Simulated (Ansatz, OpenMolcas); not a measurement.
**CN (SMILES [C]#N): the vertical ionisation energy from total energies**

CN: 2 atoms, total charge 0, spin state doublet. As SMILES, `[C]#N`. The shape is that of a PBE0-D4/def2-TZVP optimisation.

```jsonl
{"atom": "C", "x (Å)": "0.4956", "y (Å)": "-0.1604", "z (Å)": "0.2552"}
{"atom": "N", "x (Å)": "-0.4956", "y (Å)": "0.1604", "z (Å)": "-0.2552"}
```

Both states at this one shape; open shells run unrestricted unless said. 1 Eh = 27.2114 eV.

| level | program | doublet CN (Eh) | singlet CN+ (Eh) |
| --- | --- | --- | --- |
| UM06-2X/STO-3G | OpenMolcas | -91.500249 | -90.984917 |
| U-wB97M-V/6-31G | Ansatz | -92.646513 | -92.097218 |

Problem. Work out the vertical ionisation energy at each level.

Solution. 
1. UM06-2X/STO-3G: -90.984917 − (-91.500249) = 0.515332 Eh = 14.02 eV.
2. U-wB97M-V/6-31G: -92.097218 − (-92.646513) = 0.549295 Eh = 14.95 eV.

No measured value is set beside it here; the levels span 14.02 to 14.95 eV. Minimal sets are far from the basis-set limit.
